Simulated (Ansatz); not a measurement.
Write a Python script for Ansatz's Python interface that makes a comparison of dispersion corrections of C₄H₉N, SMILES CCC1CN1. Settings (for the species named): BLYP, def2-SVP basis, multiplicity 1, D3BJ dispersion.

```xyz
14

C     1.6873    0.4463    0.4607
C     0.5808   -0.5942    0.3951
C    -0.3984   -0.2779   -0.6927
C    -1.5785    0.6232   -0.4380
N    -1.7551   -0.8145   -0.6275
H     2.4012    0.1951    1.2511
H     1.2787    1.4403    0.6701
H     2.2315    0.5010   -0.4880
H     1.0220   -1.5790    0.2029
H     0.0835   -0.6497    1.3710
H     0.0516   -0.2684   -1.6791
H    -1.7522    1.0062    0.5594
H    -1.9226    1.2530   -1.2491
H    -1.9297   -1.2812    0.2643
```

Script `disp_c4h9n.py`:
```python
"""Size of D3 and D4 in C4H9N."""

from dataclasses import dataclass
import logging
import sys

import ansatz as az

logging.basicConfig(stream=sys.stdout, format="[%(levelname)s] %(message)s")
log = logging.getLogger("calc")
log.setLevel(logging.INFO)


@dataclass(frozen=True)
class Settings:
    basis_set: str = "def2-SVP"


settings = Settings()

GEOMETRY = """
C     1.68730    0.44630    0.46070
C     0.58080   -0.59420    0.39510
C    -0.39840   -0.27790   -0.69270
C    -1.57850    0.62320   -0.43800
N    -1.75510   -0.81450   -0.62750
H     2.40120    0.19510    1.25110
H     1.27870    1.44030    0.67010
H     2.23150    0.50100   -0.48800
H     1.02200   -1.57900    0.20290
H     0.08350   -0.64970    1.37100
H     0.05160   -0.26840   -1.67910
H    -1.75220    1.00620    0.55940
H    -1.92260    1.25300   -1.24910
H    -1.92970   -1.28120    0.26430
"""

system = az.Crystal.molecule()
for line in GEOMETRY.strip().splitlines():
    symbol, *xyz = line.split()
    system = system.atom(symbol, [float(v) for v in xyz])

calculation = (
    system.calculation()
    .basis(gaussian=settings.basis_set)
    .accuracy("high")
    .scf(lower_state_search="off")
)
for name in ["blyp", "r2scan"]:
    for correction in ("d3bj", "d4"):
        report = calculation.functional(name, dispersion=correction).run(threads=1, pin="off").report
        log.info(f"{name:8s} {correction:5s} total {report['free_energy_ev']:.5f} eV, of which dispersion {1000 * report['dispersion']['energy']['ev']:.2f} meV")
```

```console
$ python disp_c4h9n.py
[INFO] blyp     d3bj  total -5776.66204 eV, of which dispersion -546.35 meV
[INFO] blyp     d4    total -5776.66571 eV, of which dispersion -550.02 meV
DeckWarning: the engine holds no damping parameters fitted to this dispersion correction and functional, so the run takes those fitted to r2scan beside the three-body term, which d3bj leaves out (hamiltonian.dispersion, under Limitations)
[INFO] r2scan   d3bj  total -5775.96791 eV, of which dispersion -75.18 meV
[INFO] r2scan   d4    total -5775.95650 eV, of which dispersion -63.78 meV
```
(Warnings from the package without file and line.)

What to keep in mind:
- The settings weren't tested for convergence.
- The geometry is a force-field or estimated start, not a minimum of this method, and the basis set is short of its limit. D4 holds the three-body term, and d3bj doesn't.
- A dispersion term here runs with damping parameters fitted for another variant or functional.
- Finished in 58 s on 1 thread of Arm Neoverse V1, with other jobs on the host, peak memory 0.44 GiB.
